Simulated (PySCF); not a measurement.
## Reproducing measurements on 1-butyne

**Measured values to compare with.**

From NIST CCCBDB Release 22 (SRD 101), experimental dipoles, for the gas: dipole moment 0.782 D.

NIST CCCBDB Release 22 (SRD 101), experimental polarizabilities lists, for the gas: mean polarisability 7.41 Å³.

How close the calculation comes is told at the end.

Compound: 1-butyne, C4H6.
Numbering: `[CH:1]#[C:2][CH2:3][CH3:4]` (hydrogens: H5 on C1; H6, H7 on C3; H8, H9, H10 on C4)

Structure used (PBE0-D3(BJ)/def2-TZVP), in Å, numbered top down from 1:
```
atom  x, y, z in Å
C1     2.2339   -0.2155   -0.4716
C2     1.1196    0.1949   -0.2950
C3    -0.2387    0.6619   -0.0725
C4    -1.1859   -0.4556    0.3561
H5     3.2228   -0.5759   -0.6281
H6    -0.6062    1.1318   -0.9906
H7    -0.2211    1.4492    0.6882
H8    -1.2313   -1.2371   -0.4038
H9    -0.8496   -0.9119    1.2883
H10   -2.1932   -0.0628    0.5079
```

The PySCF runs (gas phase, on this PBE0-D3(BJ)/def2-TZVP geometry; no spin–orbit coupling):

```csv
level,job,basis functions,wall time
"PBE0-D3(BJ)/def2-TZVP, grid level 2",geometry optimisation from a GFN2-xTB start shaken at random,160,54 s
B97-2/pcSseg-2,shieldings,228,15 s
KT3/pcSseg-2,shieldings,228,21 s
PBE0/pcSseg-2,"shieldings, charges and field gradients, density and orbital grids written",228,20 s
wB97X-D/pcSseg-2,shieldings,228,19 s
CAM-B3LYP/aug-cc-pVTZ,"10 singlets by full TDDFT, 4 Tamm–Dancoff triplets, polarisability",322,42 s
PBE0/aug-cc-pVTZ,"10 singlets by full TDDFT, 4 Tamm–Dancoff triplets, polarisability, dynamic polarisability, density and orbital grids written",322,43 s
wB97X-D/aug-cc-pVTZ,"10 singlets by full TDDFT, 4 Tamm–Dancoff triplets, polarisability, ΔSCF ions",322,1.8 min
```

Hardware: an Arm Neoverse V2 with one thread, no GPU, shared host.

**Comparison with experiment**

**Dipole moment.** Measured: 0.782 D (NIST CCCBDB Release 22 (SRD 101), experimental dipoles).

| level | computed (D) | computed − measured (D) | % (from the printed values) |
| --- | --- | --- | --- |
| PBE0-D3(BJ)/def2-TZVP | 0.841 | +0.059 | +8 |
| B97-2/pcSseg-2 | 0.851 | +0.069 | +9 |
| KT3/pcSseg-2 | 0.843 | +0.061 | +8 |
| PBE0/pcSseg-2 | 0.857 | +0.075 | +10 |
| wB97X-D/pcSseg-2 | 0.855 | +0.073 | +9 |
| CAM-B3LYP/aug-cc-pVTZ | 0.835 | +0.053 | +7 |
| PBE0/aug-cc-pVTZ | 0.860 | +0.078 | +10 |
| wB97X-D/aug-cc-pVTZ | 0.848 | +0.066 | +8 |

All 8 levels lie above the measurement. The computed dipoles belong to one fixed geometry; measured ones are averaged over vibrations unless marked μe. Magnitudes are compared, not signs.

**Mean polarisability.** Measured: 7.41 Å³ (NIST CCCBDB Release 22 (SRD 101), experimental polarizabilities).

```json
{"level": "CAM-B3LYP/aug-cc-pVTZ", "computed (Å³)": "7.25", "computed − measured (Å³)": "-0.16", "% (from the printed values)": "-2"}
{"level": "PBE0/aug-cc-pVTZ", "computed (Å³)": "7.29", "computed − measured (Å³)": "-0.12", "% (from the printed values)": "-2"}
{"level": "wB97X-D/aug-cc-pVTZ", "computed (Å³)": "7.25", "computed − measured (Å³)": "-0.16", "% (from the printed values)": "-2"}
```

All 3 levels lie below the measurement. The computed values are static and purely electronic, with core orbitals frozen in the response (1 au = 0.148185 Å³). The table of measured values doesn't say here whether a value is static or optical, or holds a vibrational part.

No measured geometry was used, and the causes of the misses weren't examined.
